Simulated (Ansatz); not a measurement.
Geometry optimisation, Ansatz 0.2.0, RKS PBE0/def2-mTZVP.

Input file:

```yaml
crystal:
  periodic: [false, false, false]
  atoms:
    - { symbol: B, position_ang: [0.085321, -0.548201, -0.347246] }
    - { symbol: H, position_ang: [-0.115436, 0.18236, 1.927641] }
    - { symbol: H, position_ang: [1.029399, 0.17035, -0.411487] }
    - { symbol: F, position_ang: [-1.123901, -0.095042, -0.617683] }
    - { symbol: S, position_ang: [0.377344, -2.336879, 0.049789] }
    - { symbol: H, position_ang: [-0.925934, -2.697545, -0.007643] }
    - { symbol: H, position_ang: [0.024606, -0.512243, 1.88493] }
basis:
  gaussian: { orbitals: def2-mTZVP }
hamiltonian:
  xc: pbe0
relax:
  f_tol: 0.03
  max_steps: 50
output:
  orbitals: {}
```

Command:

```bash
$ ansatz run input.yaml --threads 1 --pin off --max-ram 2048MiB --backend cpu --events-out ev --progress --plain --runs-dir out
```

**Question.** Where does it end, and by what steps?

**Answer.** It converged. After 10 steps the energy has fallen by 0.234 eV; H7 moved furthest, 0.90 Å.

```
step  energy less start (eV)  largest force component (eV/Å)  accepted
   0                  0.0000                           1.537       yes
   1                 -0.1443                           0.574       yes
   2                 -0.1913                           0.369       yes
   3                 -0.2161                           0.369       yes
   4                 -0.2033                           0.658        no
   5                 -0.2273                           0.139       yes
   6                 -0.2311                           0.052       yes
   7                 -0.2329                           0.047       yes
   8                 -0.2334                           0.069       yes
   9                 -0.2318                           0.165        no
  10                 -0.2339                           0.023       yes
```

```xyz
7
Properties=species:S:1:pos:R:3
B 0.102 -0.732 -0.654
H -0.193 0.575 2.658
H 1.045 -0.009 -0.726
F -1.118 -0.237 -0.807
S 0.369 -2.478 -0.338
H -0.936 -2.840 -0.346
H 0.083 -0.116 2.692
```

Whether the end is a true minimum wasn't checked by a vibrational analysis.

The run took 27 s on 1 thread of Arm Neoverse V1, with other jobs on the host, peak memory 0.14 GiB.
